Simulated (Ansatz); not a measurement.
Molecule: molecular chlorine, Cl₂ (charge 0, singlet). SMILES: ClCl
Geometry: optimised at B3LYP-D3(BJ)/def2-TZVP (Ansatz, a first-principles code).

Wanted: enthalpy of formation at 298 K, in kcal/mol. Terms: UHF or UKS for open shells; 6-31G* and kin with 6d, 5d where marked; non-relativistic; spin-orbit terms left out. Ab initio and DFT rows: single points at B3LYP-D3(BJ) geometries (Ansatz), with unscaled harmonic terms from B3LYP/6-31G* at its own minima, enthalpies of formation by atomisation with measured atoms.

| species | coefficient | E at B3LYP/6-31G* (Ansatz), Eh | E at wB97M-V/def2-TZVPD (Ansatz), Eh | H(298 K) - E, kcal/mol |
|---|---|---|---|---|
| ClCl | +1 | -920.34961 | -920.34822 | 2.95 |
| Cl atom | -2 | -460.13624 | -460.12609 | - |

The atoms take no thermal term, since their enthalpies of formation at 0 K are used: the result is the sum of coefficient times E, plus the molecule's thermal term, plus number times (enthalpy of formation minus H(298) - H(0)) over the atoms. Measured values of the atoms (G2/97 table in ASE), kcal/mol:

| atom | number | enthalpy of formation of the gas at 0 K | H(298) - H(0) of the element's standard state |
|---|---|---|---|
| Cl | 2 | 28.59 | 1.10 |

Measured values: Active Thermochemical Tables 1.112 (ions: stationary electron), as tabulated in the package chemicals; they hold spin-orbit and core effects, anharmonicity.  Value to compare with, the measured value: 0.0 kcal/mol. 1 Eh = 627.5095 kcal/mol.

Problem. Compute it at each level from the table, and compare with the measured value.

Solution. 
- B3LYP/6-31G*: the sum of coefficient times E is -0.07713 Eh, or -48.40 kcal/mol; the thermal terms add 2.95; the atoms' measured terms add 54.98. Result: 9.5 kcal/mol. Its error against the measured value is 9.5 kcal/mol.
- wB97M-V/def2-TZVPD: the sum of coefficient times E is -0.09604 Eh, or -60.27 kcal/mol; the thermal terms add 2.95; the atoms' measured terms add 54.98. Result: -2.3 kcal/mol. Its error against the measured value is -2.3 kcal/mol.
